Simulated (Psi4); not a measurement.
# COF2 (carbonyl fluoride): a chain of runs

We compute a series of 10 runs (PBE-D4/def2-SVP, PBE0-D4/def2-TZVP, PBE-D4/def2-TZVPP, r2SCAN-D4/def2-TZVPP, B3LYP-D4/def2-TZVPP, PBE0-D4/def2-TZVPP, wB97M-V/def2-TZVPP, CCSD(T)/def2-TZVPP, and more) of COF2 (carbonyl fluoride). 

Program for the calculation: Psi4 1.11.

**1. The structure to begin with**

COF2 has 4 atoms, charge 0, and is taken as a singlet. As SMILES, `O=C(F)F`. The coordinates come from a GFN2-xTB, rattled relaxation. The run starts from this shape.

Bond lengths: O1–C2 1.150 Å, C2–F3 1.297 Å, C2–F4 1.330 Å. Angles: O1–C2–F3 127.7°, O1–C2–F4 126.8°, F3–C2–F4 105.4°.

**2. A structure relaxation at PBE-D4/def2-SVP (density fitting) (run 1)**

The input, input.in:

```
memory 3300 MB

molecule {
  0 1
  O     -1.224255    -0.176139     0.191287
  C     -0.089976    -0.051418     0.052242
  F      0.846330    -0.886876     0.381939
  F      0.532658     0.954615    -0.555486
  symmetry c1
}

set {
  basis                   def2-SVP
  scf_type                df
  geom_maxiter            60
  max_force_g_convergence 0.0005
}

e = optimize("pbe-d4")
```

On the command line:

```sh
$ psi4 input.in input.out -n 2
```

input.out:

```text
[...]
  Running in c1 symmetry.
[...]
  Nuclear repulsion =  120.623476944374744
[...]
  Multiplicity = 1
[...]
  Nalpha       = 16
  Nbeta        = 16
[...]
    Number of basis functions: 56
[...]
   @DF-RKS iter   1:  -312.32454564922307    5.74227e-02   1.17210e-02 ADIIS/DIIS
[...]
   @DF-RKS iter   9:  -312.48375393360686   -2.27374e-13   7.63145e-10 DIIS
[...]
  @DF-RKS Final Energy:  -312.48375393360686
   => Energetics <=
    Nuclear Repulsion Energy =            118.5130059172304584
    One-Electron Energy =                -667.3946414477115923
    Two-Electron Energy =                 270.9695808907623586
    DFT Exchange-Correlation Energy =     -34.5701789674747815
    Empirical Dispersion Energy =          -0.0015203264132814
    VV10 Nonlocal Energy =                  0.0000000000000000
    Total Energy =                       -312.4837539336068630
[...]
  -Total Gradient:
     Atom            X                  Y                   Z
    ------   -----------------  -----------------  -----------------
       1       -0.000158060265     0.000011221655     0.000029738699
       2        0.000448813692    -0.000193269391     0.000007148574
       3        0.000022187510     0.000050993857    -0.000011671883
       4        0.000149342579     0.000161694159    -0.000081149455
[...]
    Final optimized geometry and variables:
    Molecular point group: c1
    Full point group: C1
    Geometry (in Angstrom), charge = 0, multiplicity = 1:
    O           -1.327133590281    -0.138338974480     0.191344499783
    C           -0.160637353902    -0.016951147437     0.023151968760
    F            0.776957565506    -0.880092040150     0.392440426606
    F            0.441831009186     1.007267668224    -0.568158487407
    Psi4 run time: 0:00:17.51
[...]
```

On the terminal:

```text
Optimizer: Optimization complete!
```

Run time: 20 s. Hardware: 2 threads of AMD EPYC 7R43 (Zen 3), shared host; peak memory 0.37 GiB.

Steps, from the record of the run:

```
step  energy from the first frame kept (eV)  largest force (eV/Å)
   0                                 0.0000                3.8017
   1                                -0.0192                1.8977
   2                                -0.0579                1.4035
   3                                -0.0939                0.6328
   4                                -0.1028                0.1552
   5                                -0.1026                0.2131
   6                                -0.1037                0.0251
```

After the run. Bond lengths: O1–C2 1.185 Å, C2–F3 1.327 Å, C2–F4 1.327 Å. Angles: O1–C2–F3 126.1°, O1–C2–F4 126.1°, F3–C2–F4 107.8°.

**3. A geometry optimisation at PBE0-D4/def2-TZVP (density fitting) (run 2)**

The input, calc.inp:

```
memory 3300 mb

molecule {
  O     -1.243229    -0.170880     0.197245
  C     -0.076733    -0.049492     0.029053
  F      0.860862    -0.912633     0.398341
  F      0.525736     0.974727    -0.562258
  symmetry c1
}

set basis def2-TZVP
set scf_type df
set geom_maxiter 50
set max_force_g_convergence 0.0002

e_tot = optimize("pbe0-d4")
print_variables()
```

On the command line:

```sh
$ psi4 -i calc.inp -o calc.out -n 2
```

calc.out:

```text
[...]
  Running in c1 symmetry.
[...]
  Nuclear repulsion =  118.512995718948474
[...]
  Multiplicity = 1
[...]
  Nalpha       = 16
  Nbeta        = 16
[...]
    Number of basis functions: 124
[...]
   @DF-RKS iter   1:  -312.70370120780672   -2.31498e-01   5.40284e-03 ADIIS/DIIS
[...]
   @DF-RKS iter   6:  -312.85067728922098   -9.83391e-12   5.90715e-09 DIIS
[...]
    Orbital Energies [Eh]
    ---------------------
    Doubly Occupied:
       1A    -24.851860     2A    -24.851845     3A    -19.257322
       4A    -10.483862     5A     -1.381948     6A     -1.308648
       7A     -1.150588     8A     -0.725795     9A     -0.654793
      10A     -0.606876    11A     -0.576222    12A     -0.508659
      13A     -0.500808    14A     -0.487529    15A     -0.424864
      16A     -0.380625
[...]
  @DF-RKS Final Energy:  -312.85067728922098
   => Energetics <=
    Nuclear Repulsion Energy =            120.1450211972108519
    One-Electron Energy =                -670.9675525200693755
    Two-Electron Energy =                 264.2346904640587013
    DFT Exchange-Correlation Energy =     -26.2615993910611465
    Empirical Dispersion Energy =          -0.0012370393600155
    VV10 Nonlocal Energy =                  0.0000000000000000
    Total Energy =                       -312.8506772892209824
[...]
  -Total Gradient:
     Atom            X                  Y                   Z
    ------   -----------------  -----------------  -----------------
       1        0.000089421989     0.000012880374    -0.000008613095
       2        0.000068918954    -0.000007836997    -0.000017542047
       3        0.000092255819     0.000024709399    -0.000016434228
       4        0.000100524752     0.000006647267    -0.000007694178
[...]
```

Standard output:

```text
Optimizer: Optimization complete!
```

Run time: 27 s. Hardware: 2 threads of AMD EPYC 7R43 (Zen 3), shared host; peak memory 0.58 GiB.

Steps, from the record of the run:

```
step  energy from the first frame kept (eV)  largest force (eV/Å)
   0                                 0.0000                1.7727
   1                                -0.0317                0.1136
   2                                 0.0217                1.5389
   3                                -0.0310                0.1970
   4                                -0.0319                0.0212
   5                                -0.0319                0.0052
```

After the run. Bond lengths: O1–C2 1.169 Å, C2–F3 1.309 Å, C2–F4 1.309 Å. Angles: O1–C2–F3 126.1°, O1–C2–F4 126.1°, F3–C2–F4 107.8°.

Runs 3 to 5 aren't shown in full; the table further down has their settings and results.

**4. A single-point energy at B3LYP-D4/def2-TZVPP (density fitting) (run 6)**

The input, input.inp:

```
memory 3.3 GB

molecule mol {
  0 1
  O     -1.224817    -0.168929     0.194639
  C     -0.074153    -0.049031     0.028675
  F      0.850134    -0.901150     0.393220
  F      0.519333     0.961311    -0.554704
  units angstrom
  symmetry c1
}

set {
  basis                def2-TZVPP
  scf_type             df
  dft_radial_points    99
  dft_spherical_points 590
}

energy('b3lyp-d4')
```

On the command line:

```sh
$ psi4 -i input.inp -o input.out -n 2
```

input.out:

```text
[...]
  Running in c1 symmetry.
[...]
  Nuclear repulsion =  120.145018414278624
[...]
  Multiplicity = 1
[...]
  Nalpha       = 16
  Nbeta        = 16
[...]
    Number of basis functions: 124
[...]
   @DF-RKS iter   1:  -312.98987846799469   -1.08583e-01   5.92357e-03 DIIS/ADIIS
[...]
   @DF-RKS iter   8:  -313.16074057222414   -3.91739e-08   3.04497e-07 DIIS
[...]
  @DF-RKS Final Energy:  -313.16074057222414
   => Energetics <=
    Nuclear Repulsion Energy =            120.1450184142786242
    One-Electron Energy =                -671.0089260263764572
    Two-Electron Energy =                 265.9583323449223258
    DFT Exchange-Correlation Energy =     -28.2527069816919756
    Empirical Dispersion Energy =          -0.0024583233566519
    VV10 Nonlocal Energy =                  0.0000000000000000
    Total Energy =                       -313.1607405722241424
[...]
 Multipole Moments:
 ------------------------------------------------------------------------------------
     Multipole            Electronic (a.u.)      Nuclear  (a.u.)        Total (a.u.)
 ------------------------------------------------------------------------------------
 L = 1.  Multiply by 2.5417464519 to convert [e a0] to [Debye]
 Dipole X            :          1.5717129           -1.1398775            0.4318354
 Dipole Y            :          0.1637617           -0.1188032            0.0449585
 Dipole Z            :         -0.2266672            0.1643764           -0.0622908
 Magnitude           :                                                    0.4386151
[...]
```

Wall time 11 s (2 threads of AMD EPYC 7R43 (Zen 3), shared host); peak memory 0.91 GiB.

Runs 7 to 9 aren't shown in full; the table further down has their settings and results.

**5. The energy at MP2/def2-QZVPP (density fitting, density fitting for correlation) (run 10)**

The input, calc.dat:

```
memory 3300 mb

molecule geom {
  0 1
  O     -1.224817    -0.168929     0.194639
  C     -0.074153    -0.049031     0.028675
  F      0.850134    -0.901150     0.393220
  F      0.519333     0.961311    -0.554704
  symmetry c1
}

set globals {
  basis def2-QZVPP
  reference rhf
  scf_type df
  num_frozen_docc 4
}

e_tot, wfn = energy("mp2", return_wfn=True)
```

On the command line:

```sh
$ psi4 calc.dat calc.out -n 2
```

calc.out:

```text
[...]
  Running in c1 symmetry.
[...]
  Nuclear repulsion =  120.145018414278624
[...]
  Multiplicity = 1
[...]
  Nalpha       = 16
  Nbeta        = 16
[...]
    Number of basis functions: 228
[...]
   @DF-RHF iter   1:  -311.63482188652199   -5.45406e-01   2.70123e-03 DIIS/ADIIS
[...]
   @DF-RHF iter  11:  -311.76807062127085   -4.79758e-11   5.10331e-09 DIIS
[...]
    Orbital Energies [Eh]
    ---------------------
    Doubly Occupied:
       1A    -26.387994     2A    -26.387963     3A    -20.616135
       4A    -11.530691     5A     -1.762503     6A     -1.684949
       7A     -1.478798     8A     -0.957626     9A     -0.866226
      10A     -0.818641    11A     -0.805886    12A     -0.727285
      13A     -0.705377    14A     -0.705116    15A     -0.577067
      16A     -0.558247
[...]
  @DF-RHF Final Energy:  -311.76807062127085
   => Energetics <=
    Nuclear Repulsion Energy =            120.1450184142786242
    One-Electron Energy =                -670.6851728444194123
    Two-Electron Energy =                 238.7720838088698940
    Total Energy =                       -311.7680706212709083
[...]
 Multipole Moments:
 ------------------------------------------------------------------------------------
     Multipole            Electronic (a.u.)      Nuclear  (a.u.)        Total (a.u.)
 ------------------------------------------------------------------------------------
 L = 1.  Multiply by 2.5417464519 to convert [e a0] to [Debye]
 Dipole X            :          1.6088513           -1.1398775            0.4689738
 Dipole Y            :          0.1676243           -0.1188032            0.0488210
 Dipole Z            :         -0.2320319            0.1643764           -0.0676556
 Magnitude           :                                                    0.4763373
[...]
```

Run time: 5.7 s. Hardware: 2 threads of AMD EPYC 7R43 (Zen 3), shared host; peak memory 0.48 GiB.

**6. The series**

```
run                                                                  level  geom maxiter  max force g convergence  energy (Eh)  dipole moment (D)  HOMO energy (eV)  LUMO energy (eV)  wall time
  1                                      PBE-D4/def2-SVP (density fitting)            60                   0.0005  -312.483754               1.05             -8.19             -1.60       20 s
  2                                    PBE0-D4/def2-TZVP (density fitting)            50                   0.0002  -312.850677               1.12            -10.36             -0.38       27 s
  3                                    PBE0-D4/def2-TZVP (density fitting)             –                        –  -312.850677               1.12                 –                 –       83 s
  4                                    PBE-D4/def2-TZVPP (density fitting)             –                        –  -312.859544               1.12             -8.44             -1.60       10 s
  5                                 r2SCAN-D4/def2-TZVPP (density fitting)             –                        –  -313.025003               1.15             -8.87             -1.29       19 s
  6                                  B3LYP-D4/def2-TZVPP (density fitting)             –                        –  -313.160741               1.11            -10.08             -0.75       11 s
  7                                   PBE0-D4/def2-TZVPP (density fitting)             –                        –  -312.850660               1.12            -10.36             -0.38       11 s
  8                                   wB97M-V/def2-TZVPP (density fitting)             –                        –  -313.087369               1.13            -12.91              2.06       23 s
  9  CCSD(T)/def2-TZVPP (density fitting, density fitting for correlation)             –                        –  -312.654829                  –            -15.17              4.34       59 s
 10      MP2/def2-QZVPP (density fitting, density fitting for correlation)             –                        –  -312.714776                  –            -15.19              4.16      5.7 s
```

**7. Outcome**

```
                                                           quantity          value
                               run 10, MP2/def2-QZVPP: total energy  -312.71478 Eh
        run 10, MP2/def2-QZVPP: HOMO energy (Hartree–Fock orbitals)      -15.19 eV
        run 10, MP2/def2-QZVPP: LUMO energy (Hartree–Fock orbitals)        4.16 eV
      run 10, MP2/def2-QZVPP: HOMO–LUMO gap (Hartree–Fock orbitals)       19.35 eV
run 10, MP2/def2-QZVPP: correlation energy (4 core orbitals frozen)     -946.7 mEh
```

In words: Over runs 3, 4, 5, 6, 7, 8 the dipole moment (its size) runs from 1.11 D (B3LYP-D4/def2-TZVPP) to 1.15 D (r2SCAN-D4/def2-TZVPP). Over runs 4, 5, 6, 7, 8 the HOMO–LUMO gap runs from 6.84 eV (PBE-D4/def2-TZVPP) to 14.96 eV (wB97M-V/def2-TZVPP). Totals of different functionals can't be ranked against each other. All runs together took 4.5 min, the longest 83 s.
